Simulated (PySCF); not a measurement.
SMILES C[O], doublet, PBE0/def2-SVP optimised geometry.

```
5

C     -0.33    -0.32     0.00
O     -0.78     0.96     0.00
H      0.78    -0.32     0.00
H     -0.58    -0.80     0.97
H     -0.70    -0.96    -0.83
```

Density from unrestricted PBE0/def2-TZVP in PySCF at that geometry.

Minimum of the electron density along straight lines between bonded atoms, close to the bond critical point (lines longer than 1.1 times the sum of covalent radii, or with two minima, are not listed):

```csv
bond,length / Å,ρ at the minimum / e bohr⁻³,∇²ρ there / e bohr⁻⁵,position (fraction from the first atom)
C1–O2,1.349,0.306,-0.58,0.34
C1–H3,1.114,0.264,-0.88,0.65
C1–H4,1.114,0.264,-0.88,0.65
C1–H5,1.110,0.275,-0.94,0.65
```
